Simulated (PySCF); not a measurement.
# Diatomics of B with the second period

r²SCAN with triple-zeta basis sets in PySCF, for the lowest determinant that a PBE0 search found; no spin–orbit coupling. De refers to high-spin ground-configuration atoms. A positive dipole means M(−)B(+).

```json
{"M": "Li", "basis": "def2-TZVPP", "state (unpaired electrons)": "triplet (σ ↑, π ↑)", "Re (Å)": "2.148", "ωe (cm⁻¹)": "537", "De (eV)": "1.51", "μ (D)": "-5.79"}
{"M": "C", "basis": "def2-TZVPP", "state (unpaired electrons)": "quartet (σ ↑, π ↑↑)", "Re (Å)": "1.486", "ωe (cm⁻¹)": "1181", "De (eV)": "4.79", "μ (D)": "1.50"}
{"M": "N", "basis": "def2-TZVPP", "state (unpaired electrons)": "triplet (σ ↑, π ↑)", "Re (Å)": "1.321", "ωe (cm⁻¹)": "1569", "De (eV)": "4.89", "μ (D)": "2.11"}
{"M": "O", "basis": "x2c-TZVPPall", "state (unpaired electrons)": "doublet (σ ↑)", "Re (Å)": "1.206", "ωe (cm⁻¹)": "1895", "De (eV)": "8.71", "μ (D)": "2.31"}
{"M": "F", "basis": "def2-TZVPP", "state (unpaired electrons)": "singlet (closed shell)", "Re (Å)": "1.267", "ωe (cm⁻¹)": "1397", "De (eV)": "7.83", "μ (D)": "-1.08"}
```

The shortest bond is that of BO (1.206 Å), the longest that of LiB (2.148 Å). BO is bound most strongly (8.71 eV) and LiB least (1.51 eV).

The rows differ in basis set, which adds steps of its own.

The state changes along the series, so neighbouring rows are not always alike in their bonding.

States were picked by a PBE0 search and need not be the measured ground states.
